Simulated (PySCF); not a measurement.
Estimate the missing entries of this data sheet.

Cl₂HSi (doublet state).
Numbering: `[Cl:1][SiH:2][Cl:3]` (hydrogens: H4 on Si2)

```json
{"property": "point group", "level": "PBE0-D3(BJ)/def2-SVP", "value": "Cs"}
{"property": "rotational constants A, B, C", "level": "PBE0-D3(BJ)/def2-SVP", "value": "?"}
{"property": "dipole moment", "level": "PBE0-D3(BJ)/def2-SVP", "value": "1.22 D"}
{"property": "isotropic g value", "level": "unrestricted B3LYP/IGLO-III on Cl Si, pcH-1 on H, mean-field spin–orbit", "value": "?"}
{"property": "spin squared ⟨S²⟩", "level": "unrestricted B3LYP/IGLO-III on Cl Si, pcH-1 on H", "value": "?"}
{"property": "largest isotropic hyperfine couplings (means over sets of like nuclei)", "level": "unrestricted B3LYP/IGLO-III on Cl Si, pcH-1 on H, mean-field spin–orbit", "value": "?"}
```

The electronic properties come from PySCF, for the isolated species, density fitting. Geometry: PBE0-D3(BJ)/def2-SVP; no solvent, vibrations or thermal averaging.

(1) Give the spin squared ⟨S²⟩.

(2) What are the rotational constants A, B, C?

(3) The isotropic g value?

(4) Give the largest isotropic hyperfine couplings (means over sets of like nuclei).

Answers

(1) 0.752.

(2) 15.690, 2.503, 2.186 GHz.

(3) 2.00633.

(4) 29Si -883.1 (Si2), 1H +188.3 (H4), 35Cl +21.5 (Cl1/Cl3) MHz.

 g_iso is shifted by about +4010 ppm from the free-electron value 2.002319. The dipole equals about 4.1 × 10⁻³⁰ C·m (1 D = 3.33564 × 10⁻³⁰ C·m). ⟨S²⟩ is 0.002 above the pure-spin value S(S + 1) = 0.75. The rotational constants make it an asymmetric top with κ = (2B − A − C)/(A − C) = -0.95, nearer the prolate limit (−1).

For the EPR job (B3LYP), hardware: one thread of an x86-64 server (shared host). Cost: 17 s.
